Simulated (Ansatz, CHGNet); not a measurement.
For fcc Ca, the machine-learned potential CHGNet-r²SCAN (trained on r²SCAN data) gives:

| Property | Result |
|---|---|
| equilibrium lattice constant a | 5.582 Å |
| elastic constant C11 | 18.1 GPa |
| elastic constant C44 | 8.9 GPa |
| Voigt–Reuss–Hill shear modulus | 3.9 GPa |

Question: What does HSE06 (plane waves, PAW; Ansatz, an electronic-structure program) give for the same quantities?

Answer: 
- lattice constant a: 5.591 Å (grows by 0.2 %)
- elastic constant C11: 23.4 GPa (goes up by 29 %)
- elastic constant C44: 18.9 GPa (rises by 110 %)
- Voigt–Reuss–Hill shear modulus: 10.8 GPa (grows by 180 %)

For comparison: lattice constant a 5.553 Å (measured, low-temperature or extrapolated to 0 K; zero-point anharmonic expansion removed; as tabulated in Csonka et al. (2009), arXiv:0903.4037); elastic constant C44 16 GPa (measured, temperature not stated, no zero-point or thermal correction; as tabulated in Jones et al. (2010), arXiv:1012.0803).

Changes are worked out from the printed values.

Unless a cell is named, each level is at its own relaxed cell (CHGNet-r²SCAN 43.48, HSE06 43.69 Å³/atom).

Caveats: hybrids on metals are sensitive to the k mesh (HSE06). Ansatz's density-functional and Hartree–Fock values are scalar-relativistic unless marked +SOC, with PAW data made under PBE.
